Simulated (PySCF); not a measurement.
Members of the series nitrenes, diatomics and small unsaturated species; each row names its spin state. Isolated molecules, 0 K electronic values unless said otherwise. One relaxed conformer stands for each flexible species; it need not be the lowest. Strings in code marks are SMILES.

Computed with PySCF with B3LYP-D3(BJ)/def2-TZVP. All candidates: neutral, multiplicity 3. B3LYP has the VWN-RPA correlation part, as in Gaussian. 

```
Item                              Value
-----------------------------  --------
highest occupied spin orbital  -5.94 eV
dipole moment                    0.00 D
```

Question: Which member has these values?
(A) `[BH]` (excited triplet)
(B) `C=C` (excited triplet)
(C) `[O+]#[Si-]` (excited triplet)
(D) `[C-]#[S+]` (excited triplet)

Answer: B, `C=C` (excited triplet). The others give `[BH]` (excited triplet): -5.21 eV, 0.22 D; `[O+]#[Si-]` (excited triplet): -4.70 eV, 2.61 D; `[C-]#[S+]` (excited triplet): -5.23 eV, 0.05 D
